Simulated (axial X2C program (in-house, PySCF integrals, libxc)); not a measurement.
**Nuclear properties of HPH**

Calculated with an axial X2C code built on PySCF integrals: two-component X2C with atomic mean-field Coulomb and Gaunt terms, Gaussian nuclei, basis H dyall-v3z, P dyall-v3z with contracted cores.

H–P–H held linear, with bonds 1.383 and 1.383 Å (near the PBE0 minimum at charge 0 of the determinant lowest at the starting distance; the state shown can have its own minimum elsewhere, held linear; other orders of the atoms were not compared).

Determinant lowest in the PBE0 search, Ω = 3/2 (⟨Sz⟩ = 0.50, ⟨Lz⟩ = 1.00 at PBE0), spin on the atoms H -0.02, P 0.54, H -0.02:

```csv
level,A∥/gI H (MHz),qzz H (a.u.),A∥/gI P (MHz),qzz P (a.u.)
PBE0,-0.297,0.22,237,0.55
HF,-5.22,0.22,326,0.35
B3LYP,-0.0284,0.22,239,0.61
```

Determinant 0.03 eV from it at PBE0 and this distance, Ω = 1/2 (⟨Sz⟩ = -0.50, ⟨Lz⟩ = 1.00 at PBE0), spin on the atoms H 0.02, P -0.54, H 0.02:

```json
{"level": "PBE0", "A∥/gI H (MHz)": "21.1", "qzz H (a.u.)": "0.22", "A∥/gI P (MHz)": "571", "qzz P (a.u.)": "0.54"}
{"level": "HF", "A∥/gI H (MHz)": "35.6", "qzz H (a.u.)": "0.22", "A∥/gI P (MHz)": "215", "qzz P (a.u.)": "0.34"}
{"level": "B3LYP", "A∥/gI H (MHz)": "20.1", "qzz H (a.u.)": "0.22", "A∥/gI P (MHz)": "592", "qzz P (a.u.)": "0.60"}
```

A∥ (defined per Ω) follows by multiplying with gI = μI/(I μN); qzz is the electric field gradient, eQq0 = 234.96 MHz × Q/barn × qzz. The operators were transformed with the bare-nucleus X2C matrices; with these basis sets, hyperfine constants and field gradients can be off by tens of per cent, and where levels differ in sign neither size nor sign is settled.

Q: With gI(31P) = 2.2632 (g factors from the IAEA table of nuclear moments by Stone), turn the PBE0 values of the first state into constants in MHz.

A: A∥(31P) = 237 × 2.2632 = 536 MHz.

The molecule was held linear; bending was not examined, so a bent shape may lie lower. Hydrosulfides and their kin are strongly bent in nature, so this linear model does not describe the real molecule.

Each state is one determinant with collinear spin. Unrestricted Hartree–Fock can overshoot spin polarisation at the nuclei. The search compared states at one distance, so a state with another bond length can lie lower. Where a field gradient or hyperfine factor spreads by more than a factor of two over the levels, a constant derived from it is not to be relied on. PBE0 term energies can be off by some tenths of an eV.
